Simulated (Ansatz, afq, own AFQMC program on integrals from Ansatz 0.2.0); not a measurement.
Integrals from Ansatz 0.2.0, then the random walk in our own AFQMC program (afq).

```yaml
crystal:
  periodic: [false, false, false]
  atoms:
    - {symbol: Si, position_ang: [0.000000, 0.000000, 0.595671]}
    - {symbol: C, position_ang: [0.000000, 0.000000, -1.106259]}
    - {symbol: H, position_ang: [0.000000, -0.909276, -1.707827]}
    - {symbol: H, position_ang: [0.000000, 0.909276, -1.707827]}
basis:
  gaussian: {orbitals: cc-pVDZ}
magnetization: {spin_polarized: false}
correlation: {method: ccsd_t, electrons: outside_noble_gas, hamiltonian_folder: ham}
```

```sh
$ ansatz run in.yaml --threads 1 --pin off --events-out ev --progress --plain --max-ram 1843MiB
```

afq runs on the folder ham with

```
--method phaseless --trial hf --walkers 140 --populations 1 --least-time 40 --time-step 0.005 --steps-per-block 20 --equilibration-blocks 112 --max-blocks 600 --target-error 0.00114 --factor-cut 1e-05 --seed 1390 --taylor-order 6
```

Times are imaginary, in 1/Eh. The walk had a cap of 536 s.

```
orbitals 36  electrons 5 5  factors 279 of 404
reference energy -327.87615448 Eh
CCSD correlation -0.24495678 Eh in 10 cycles, weight of the determinant in the CISD state 0.8613
energy of the start -327.876154 Eh
 block  time / (1/Eh)  mean weight  energy / Eh
     1     0.100  1.0011  -327.923747
     2     0.200  1.0016  -327.966425
     3     0.300  1.0010  -327.999259
     4     0.400  1.0001  -328.020310
     5     0.500  0.9996  -328.028648
     8     0.800  1.0009  -328.063835
    18     1.800  0.9986  -328.111520
    69     6.900  1.0004  -328.143866
   120    12.000  0.9998  -328.128342
   171    17.100  0.9999  -328.114135
   205    20.500  0.9997  -328.163564
   222    22.200  0.9987  -328.117610
   273    27.300  0.9986  -328.157034
   324    32.400  1.0014  -328.140064
   375    37.500  0.9991  -328.116363
   409    40.900  0.9991  -328.090407
   426    42.600  1.0020  -328.109093
   477    47.700  0.9998  -328.113148
   528    52.800  1.0011  -328.112266
   579    57.900  0.9995  -328.108924
   630    63.000  1.0003  -328.158944
   681    68.100  1.0003  -328.108904
   698    69.800  0.9997  -328.129325
blocks merged  error / Eh  count
     1  0.000801  600
     2  0.001081  300
     4  0.001423  150
     8  0.001803  75
    16  0.002251  37
    32  0.002730  18
    64  0.002635  9
energy -328.131967 +/- 0.002730 Eh
(rows thinned)
```

**Question.** Estimate how long the walk took on 1 thread of Arm Neoverse V1, with other jobs on the host.

**Answer.** 3 min of wall time.

The run passed its tests (sampling time, drift between the halves within three errors, error under three times the target), which doesn't prove that it has relaxed. The second half of the sampling lies above the first by 1.9 errors of their difference, so the energy may still be moving and its error bar be too small.

Against this walk (error 74.3 meV) on the same determinant: CCSD(T) 35.2 meV higher (within the noise), CCSDT(Q) 12.3 meV lower (within the noise), a separate phaseless walk with a CISD trial and standard settings 11.1 ± 77.0 meV lower (within the noise). The error is statistical and leaves out the bias of the constraint.

Cautions: constraint bias not in the error; error above the target (74.3 against 31.0 meV); restricted determinant unstable towards unrestricted (UHF 43 meV lower, ⟨S²⟩ 0.25).

CCSDT and higher add their correlation energy to the determinant of the CCSD(T) run, since their own runs factorise the integrals more tightly (a shift of under 2 meV). A walk keeps the symmetry of its determinant, which the program's search chose and which needn't be the lowest solution, so a lower state of the same spin and another symmetry isn't excluded.
